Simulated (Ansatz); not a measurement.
Input file for Ansatz (an electronic-structure program): R-SVWN5/def2-TZVPPD on C2H2 (SMILES C#C) with ghost functions. Files ending in .json are basis or fitting sets from the Basis Set Exchange.

Ansatz 0.2 input:
```yaml
crystal:
  periodic: [false, false, false]
  atoms:
    - {symbol: C, position_ang: [-0.00000000, 0.00000000, 1.57829513]}
    - {symbol: H, position_ang: [-0.00000000, 0.00000000, 0.51136193]}
    - {symbol: C, position_ang: [-0.00000000, 0.00000000, 2.78576543]}
    - {symbol: H, position_ang: [-0.00000000, 0.00000000, 3.85017859]}
basis:
  gaussian:
    orbitals: def2-TZVPPD.json
    ghost_atoms:
      - {symbol: C, position_ang: [0.00000000, 0.60356400, -2.18173438]}
      - {symbol: H, position_ang: [0.00000000, 1.66847581, -2.18429610]}
      - {symbol: C, position_ang: [0.00000000, -0.60356400, -2.18173438]}
      - {symbol: H, position_ang: [0.00000000, -1.66847581, -2.18429610]}
hamiltonian:
  xc: {name: SVWN5}
scf: {lower_state_search: off}
```

The log:

```
WARN ansatz: RAYON_NUM_THREADS=1 ignored (pool sized by the plan → 1); use --threads N
Functional definition: SVWN5
these checks for a lower state are left out or cut short: stability, starts, cluster_reference, orbital_swaps, neighbouring_geometries, increment
integrals: 0.08 GiB planned
882 factors; their error is unknown
mean field: 0.76 GiB planned
mean field evaluation 1: about -2078.6423 eV, gradient 5.1e1 eV
mean field evaluation 2: about -2072.1168 eV, gradient 7.0e1 eV
mean field evaluation 4: about -2085.0592 eV, gradient 1.3e0 eV
mean field evaluation 8: about -2085.0503 eV, gradient 2.8e-2 eV
mean field evaluation 16: about -2085.0503 eV, gradient 5.2e-6 eV
mean field -2085.05027449 eV, -76.6241842897 hartree, gradient 5.2e-6 eV, S^2 0.000000; 0 other end points of the search recorded, 0 dependent functions left out
reference -2085.05030455 eV, -76.6241853945 hartree; 7, 7 occupied and 209, 209 virtual orbitals, 882 factors
Total energy: -2085.05030455 eV, -76.6241853945 hartree
Checks for a lower state left out: stability, starts, cluster_reference, orbital_swaps, neighbouring_geometries, increment
```

Self-consistency was reached.

Cost: very roughly 0.8 core-seconds.
